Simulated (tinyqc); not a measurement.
Worked calculation: RHF in the sto-3g basis, for H2O, spin multiplicity 1. One step of it, computed by the program tinyqc.

Question. Orthogonalisation. S = U s U^T; symmetric (Loewdin) form X = U s^(-1/2) U^T, so that X^T S X = 1.

overlap S:
```
           1O 1s     1O 2s    1O 2px     1O 2py    1O 2pz     2H 1s      3H 1s
1O 1s   1.000000  0.236704  0.000000   0.000000  0.000000  0.058208   0.058208
1O 2s   0.236704  1.000000  0.000000   0.000000  0.000000  0.495949   0.495949
1O 2px  0.000000  0.000000  1.000000   0.000000  0.000000  0.000000   0.000000
1O 2py  0.000000  0.000000  0.000000   1.000000  0.000000  0.311086  -0.311086
1O 2pz  0.000000  0.000000  0.000000   0.000000  1.000000  0.258219   0.258219
2H 1s   0.058208  0.495949  0.000000   0.311086  0.258219  1.000000   0.285962
3H 1s   0.058208  0.495949  0.000000  -0.311086  0.258219  0.285962   1.000000
```

Give: eigenvalues of S; X.

Answer.

eigenvalues of S: 0.3210  0.3944  0.8828  1.0000  1.0952  1.3196  1.9870

X:
```
          1O 1s    1O 2s  1O 2px   1O 2py   1O 2pz    2H 1s    3H 1s
1O 1s    1.0243  -0.1450  0.0000   0.0000  -0.0113   0.0225   0.0225
1O 2s   -0.1450   1.2735  0.0000   0.0000   0.1284  -0.3152  -0.3152
1O 2px   0.0000   0.0000  1.0000   0.0000   0.0000   0.0000   0.0000
1O 2py   0.0000   0.0000  0.0000   1.1199   0.0000  -0.2427   0.2427
1O 2pz  -0.0113   0.1284  0.0000   0.0000   1.0656  -0.1614  -0.1614
2H 1s    0.0225  -0.3152  0.0000  -0.2427  -0.1614   1.2369  -0.1060
3H 1s    0.0225  -0.3152  0.0000   0.2427  -0.1614  -0.1060   1.2369
```
